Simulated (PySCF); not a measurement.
Gas-phase reaction: B(CH3)3 ⇌ BH3 + C3H6 (cyclic)

Energies from PySCF, thermal terms from the rigid-rotor harmonic-oscillator model, ideal gas at 1 bar. † marks an energy on the PBE0/def2-TZVP geometry and frequencies; other levels use their own. MP2 and CCSD(T) freeze the core. 6-31G* has spherical d functions here. All species are closed-shell singlets. B3LYP is the form with VWN-RPA correlation. MP2 isn't extrapolated to the basis-set limit. CCSD(T) isn't extrapolated to the basis-set limit.

| level | ΔH°(298 K), kJ |
|---|---|
| B3LYP/6-31G* | 256 |
| BLYP/def2-TZVP† | 257 |
| CCSD(T)/def2-SVP† | 260 |
| HF/6-31G* | 236 |
| MP2/def2-TZVPP† | 266 |
| PBE/def2-TZVP† | (withheld) |
| PBE0/def2-QZVP† | (withheld) |
| r2SCAN/def2-TZVP† | (withheld) |
| LDA/def2-TZVP† | (withheld) |
| ωB97M-V/def2-TZVP† | 273 |
| ωB97X-V/def2-TZVP† | 265 |

Problem. Fill in the missing entries.

Solution. 
- PBE/def2-TZVP†, ΔH°(298 K), kJ: 273
- PBE0/def2-QZVP†, ΔH°(298 K), kJ: 274
- r2SCAN/def2-TZVP†, ΔH°(298 K), kJ: 282
- LDA/def2-TZVP†, ΔH°(298 K), kJ: 308
